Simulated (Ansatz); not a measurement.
Structure optimisation: aluminium, fcc

All numbers below come from DFT, PBE, plane waves (420 eV) with PAW, scalar-relativistic in Ansatz.

k-point mesh 13×13×13, Fermi-Dirac smearing 0.1 eV, no spin polarisation. Cell and atoms relax.

Starting structure:

```yaml
crystal:
  lattice:
    - [0.0, 2.02479, 2.02479]
    - [2.02479, 0.0, 2.02479]
    - [2.02479, 2.02479, 0.0]
  atoms:
    - { symbol: Al, position: [0.0, 0.0, 0.0] }
hamiltonian:
  xc: pbe
  pseudopotentials:
    kind: paw
    azcp:
      Al: "pseudopotentials/Al.paw.azcp"
basis:
  ecutwfc: 420
  fft_grid_basis: typed
kpoints:
  mp_grid: { grid: [13, 13, 13], shift: [0, 0, 0] }
magnetization:
  spin_polarized: false
scf:
  occupations: { method: fermi_dirac, width: 0.1 }
relax:
  max_steps: 60
  f_tol: 0.01
  cell: {}
```

Q: What cell does the relaxation end in?

A: Fm-3m with a = 4.040 Å; 16.48 Å³ per atom against 16.60 at the start (-0.7 %).

Q: How much energy does the relaxation gain?

A: 0.2 meV per atom.

Path of the relaxation (the plane waves are chosen anew near the end, which can shift the energy a little):

```json
{"step": "0", "E − E(final) (meV/atom)": "0.21", "V (Å³/atom)": "16.602", "P (GPa)": "-0.55", "max force (eV/Å)": "0.000"}
{"step": "1", "E − E(final) (meV/atom)": "-0.05", "V (Å³/atom)": "16.466", "P (GPa)": "0.08", "max force (eV/Å)": "0.000"}
{"step": "2", "E − E(final) (meV/atom)": "-0.05", "V (Å³/atom)": "16.484", "P (GPa)": "0.00", "max force (eV/Å)": "0.000"}
{"step": "3", "E − E(final) (meV/atom)": "0.00", "V (Å³/atom)": "16.484", "P (GPa)": "-0.01", "max force (eV/Å)": "0.000"}
```
